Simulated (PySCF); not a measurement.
## Silicon: a sound run and one with changed settings

Sound run: Si [Ne] 3s2 3p2, Si+ [Ne] 3s2 3p1. All numbers are calculated (PySCF 2.14, the non-relativistic Hamiltonian (point nucleus), in def2-TZVP). The sound run starts from symmetry-adapted Hartree-Fock orbitals and uses a fine grid where one is needed.

Changed run: radial step 0.3 in ln r (0.13 in the sound run). This setting is unsound on purpose.

```csv
species,method,sound run (hartree),changed run (hartree),converged
Si,UHF,-288.85079,-288.85079,yes
Si,BP86,-289.39623,-289.39642,yes
Si,MN15,-289.25473,-289.25623,yes
Si+,UHF,-288.57001,-288.57001,yes
Si+,BP86,-289.09288,-289.09299,yes
Si+,MN15,-288.95658,-288.95716,yes
```

Ionisation energy of Si:

```csv
method,sound run (eV),changed run (eV)
UHF,7.640,7.640
BP86,8.255,8.257
MN15,8.113,8.138
```

A coarse radial grid mis-integrates the density and the exchange-correlation energy, with errors of either sign; Hartree-Fock needs no grid.

For comparison, NIST gives 8.152 eV between the lowest levels.
